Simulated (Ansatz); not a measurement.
We consider fcc Cu, described by revPBE (PAW; Ansatz, a first-principles code).

Run with plane-wave cutoff 520 eV, 26×26×26 k mesh, Fermi–Dirac smearing 0.05 eV, no spin polarisation, scalar-relativistic PAW data made under PBE.

The volume scan:

| V (Å³/atom) | E − E_lowest (meV/atom) | P (GPa) |
|---|---|---|
| 11.523 | 20.07 | 9.30 |
| 11.768 | 8.55 | 5.82 |
| 12.014 | 2.05 | 2.74 |
| 12.259 | 0.00 | 0.00 |
| 12.504 | 1.88 | -2.42 |
| 12.749 | 7.26 | -4.56 |
| 12.994 | 15.72 | -6.46 |

### Question
Estimate the bulk modulus from the pressures at 12.014 and 12.504 Å³/atom, and compare it with a fit to all energies.

### Answer
B = −V dP/dV. Between V = 12.014 and 12.504 Å³/atom, dP/dV = (-2.42 − (2.74))/(12.504 − 12.014) = -10.5 GPa per Å³/atom; at the midpoint 12.259 Å³/atom this gives B ≈ 129 GPa. The third-order Birch–Murnaghan fit gives V0 = 12.259 Å³/atom, B0 = 128 GPa, B′ = 5.1, which lies within 1 % of that estimate.

Measured, for comparison: bulk modulus 144 GPa (0 K value with the zero-point phonon effect removed, our sources range from 140 to 145; as tabulated in Mejia-Rodriguez and Trickey (2018), arXiv:1807.09216); equilibrium volume per atom 11.62 Å³/atom (low-temperature or extrapolated to 0 K; zero-point anharmonic expansion removed; as tabulated in Csonka et al. (2009), arXiv:0903.4037). Computed (rounded) less measured: bulk modulus -11 % (-9 % to -12 % over the range), equilibrium volume per atom +5.5 %.

Cost on a shared machine: roughly 40 core-seconds.
